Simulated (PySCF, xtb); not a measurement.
Homolysis of single bonds, series Si F-OH. All species are isolated molecules in the gas phase. One relaxed conformer stands for each flexible species; it need not be the lowest. Strings in code marks are SMILES.

Quantity: homolytic bond dissociation enthalpy at 298 K (no spin–orbit term), in kcal/mol. Thermal and zero-point terms are GFN2-xTB rigid-rotor harmonic values (xtb).

Level 1: PBE0-D3(BJ)/def2-TZVP (PySCF)
Level 2: B3LYP/6-31G* // PBE0-D3(BJ)/def2-TZVP (PySCF)
Level 3: frozen-core MP2/6-31G* // PBE0-D3(BJ)/def2-TZVP (PySCF)
Level 4: HF/3-21G // PBE0-D3(BJ)/def2-TZVP (PySCF)

| species | level 1 | level 2 | level 3 | level 4 |
|---|---|---|---|---|
| O–Si bond of `O[Si](O)(O)O`, giving `O[Si](O)O` and `[OH]` | 133.3 | 130.8 | 137.6 | 108.6 |
| Si–F bond of `O[Si](O)(O)F`, giving `O[Si](O)O` and `[F]` | 158.9 | 159.2 | 164.4 | 119.6 |
| O–Si bond of `O[Si](F)(F)F`, giving `F[Si](F)F` and `[OH]` | 134.3 | 131.8 | 137.9 | 107.4 |
